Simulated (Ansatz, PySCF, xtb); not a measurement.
Homolysis of single bonds, series Ga Cl-SiH3. Gas-phase values, no solvent. Strings in code marks are SMILES.

Quantity: homolytic bond dissociation enthalpy at 298 K (no spin–orbit term), in eV. Enthalpy corrections at 298 K come from GFN2-xTB frequencies (xtb).

Level 1: frozen-core MP2/cc-pVTZ // B3LYP-D3(BJ)/def2-TZVP (Ansatz, a program for electronic structure)
Level 2: B3LYP/6-311+G** (LANL2DZ on Ga) // B3LYP-D3(BJ)/def2-TZVP (PySCF)
Level 3: B3LYP/6-31G* // B3LYP-D3(BJ)/def2-TZVP (PySCF)
Level 4: HF/3-21G // B3LYP-D3(BJ)/def2-TZVP (PySCF)

| species | level 1 | level 2 | level 3 | level 4 |
|---|---|---|---|---|
| Si–Ga bond of `[SiH3][Ga]([Cl])[Cl]`, giving `[Cl][Ga][Cl]` and `[SiH3]` | 3.07 | 2.67 | 2.73 | 2.19 |
